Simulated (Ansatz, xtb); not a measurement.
## Two structures of BH6Si2−

We compare a, a singlet given by its coordinates, with b, `[SiH2]=[BH-][SiH3]`, a singlet. Both are isolated ions in the gas phase, relaxed with PBE0-D3(BJ)/def2-SVPD.

a (Å):

```xyz
9

B    -1.6646    0.2951    0.8453
Si   -0.8206   -1.0249   -1.0337
Si   -0.0172    0.9574   -0.1004
H    -2.6845    0.9228    0.6093
H     0.0464   -1.8558   -0.0717
H     1.2970    0.9647    0.6290
H    -1.5022   -0.0930    1.9898
H    -1.9885   -0.8596    0.2175
H    -0.0841    2.2173   -0.9196
```

Close contacts (Å): B1–Si2 2.45, B1–Si3 2.01, Si2–Si3 2.33, B1–H4 1.22, B1–H7 1.22, B1–H8 1.35, Si2–H5 1.54, Si2–H8 1.72, Si3–H6 1.50, Si3–H9 1.50.

b (Å):

```xyz
9

B    -0.3127    1.2663    1.1510
Si   -1.1003   -0.4102    1.0591
Si   -0.0677    2.2177   -0.5685
H    -1.4080   -1.3546    2.1977
H    -1.5583   -1.0866   -0.2059
H     0.0377    1.7638    2.2035
H    -0.5578    1.4620   -1.7820
H    -0.7563    3.5674   -0.7006
H     1.3599    2.5853   -0.9428
```

Energies in hartree; the thermal terms are from PBE0-D3(BJ)/def2-SVPD harmonic frequencies (ideal gas, rigid rotor, one conformer each, 298.15 K, 1 atm) and include the zero-point energy:

|  | a | b |
| --- | --- | --- |
| E, CCSD(T)/def2-SVPD | −606.206184 | −606.204851 |
| E, MP2/def2-SVPD | −606.133520 | −606.131933 |
| E, MP2/def2-TZVPPD | −606.420537 | −606.419852 |
| zero-point energy | 0.053222 | 0.051036 |
| H(298 K) − E | 0.059531 | 0.058158 |
| G(298 K) − E | 0.025650 | 0.022245 |

Q: Correct the CCSD(T) difference for the basis set by the MP2 change, then work out ΔE, ΔE₀, ΔH and ΔG for a → b in kcal/mol (1 Eh = 627.51 kcal/mol) and the equilibrium ratio [b]/[a].

A: 1. Differences b − a: CCSD(T) +0.001333, MP2 in the small set +0.001587, MP2 in the large set +0.000685 Eh.
2. ΔE = +0.001333 + (+0.000685 − (+0.001587)) = +0.000431 Eh = +0.27 kcal/mol.
3. ΔE₀ = ΔE + ΔZPE = +0.000431 + (−0.002186) Eh = −1.10 kcal/mol.
4. ΔH = ΔE + (−0.001373) Eh = −0.59 kcal/mol.
5. ΔG = ΔE + (−0.003405) Eh = −1.87 kcal/mol, so ΔS = (ΔH − ΔG)/T = +17.9 J/(mol K).
6. kT = 0.9442 mEh, so K = [b]/[a] = exp(−ΔG/kT) = exp(+3.15) ≈ 23.

The sums favour b, but ΔE leans on the basis-set step (CCSD(T) alone has the other sign or is under 1 kcal/mol), so the order isn't settled. An error of 1 kcal/mol in ΔG would change K by a factor of 5.4. Mirror images and further conformers aren't counted.

Other levels gave ΔE = +5.7 (PBE0-D3(BJ)/def2-SVPD); −4.0 (HF/def2-SVPD); +1.0 (MP2/def2-SVPD); +0.8 (CCSD(T)/def2-SVPD) kcal/mol. The correlated steps freeze 11 core orbitals. Programs: Ansatz 0.2.0.
